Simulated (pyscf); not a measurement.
A first-order saddle from PySCF, ωB97X-D3(BJ)/def2-SVP:

```xyz
11

C      0.7101    -0.0980    -0.8326
O      0.7495    -0.1784     0.5764
O     -0.1537     0.7336     1.0939
H      0.9254     0.9270    -1.1776
H      1.4896    -0.7857    -1.1925
H     -0.2734    -0.4174    -1.2243
C     -2.2094    -0.7248     1.3376
H     -1.0918     0.1381     1.2358
H     -2.5851    -0.5194     2.3465
H     -1.7062    -1.6909     1.2121
H     -2.8767    -0.4287     0.5201
```
Charge 0, spin multiplicity 2.

Surface: doublet, charge 0. Lowest wavenumbers (cm⁻¹): 1800i, 53, 90, 140, 246.

Problem. Name the species on either side of this saddle.

Solution. H₃C–O–O• + CH₄ ⇌ H₃C–O–OH + CH₃•, a hydrogen abstraction read from left to right: C–H broken and H–O formed. At ωB97M-D3(BJ)/def2-TZVP it lies +1.27 eV from the left side (each side as separated species at their lowest minima found). H₃C–O–O• lies 2.13 eV over its isomer HO–CH•–OH (electronic energy, ωB97M-D3(BJ)). H₃C–O–OH lies 2.76 eV over its isomer HO–CH₂–OH (electronic energy, ωB97M-D3(BJ)). This is the saddle that the search found; another between the same sides may lie lower. The angle at the transferred H is 174°.
